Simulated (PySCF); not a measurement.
Ionisation energy of Ar by level of theory

Ar [Ar] (1S) → Ar⁺ [Ne] 3s2 3p5 (2P), as a difference of total energies. Calculation: PySCF 2.14, in aug-cc-pV(T+d)Z (6s5p4d2f, 55 functions); the non-relativistic Hamiltonian (point nucleus). Correlated levels: valence: [Ne] frozen. The calculations carry no spin-orbit coupling.

| method | ionisation energy (eV) |
| --- | --- |
| UHF | 14.563 |
| LDA | 15.999 |
| PBE | 15.714 |
| PBE0 | 15.725 |
| r2SCAN | 15.773 |
| M06-2X | 15.784 |
| wB97X | 15.751 |
| HSE06 | 15.717 |
| r2SCAN0 | 15.740 |
| MP2 (valence) | 15.745 |
| SCS-MP2 (valence) | 15.641 |

Question: How much does correlation contribute at MP2 (valence)?

Answer: 15.745 − (14.563) = 1.182 eV, measured against UHF.

Errors of the correlated levels include the incompleteness of this basis and the frozen core.

For comparison: 15.819 eV (measured; NIST levels, between the centres of gravity of the two terms).
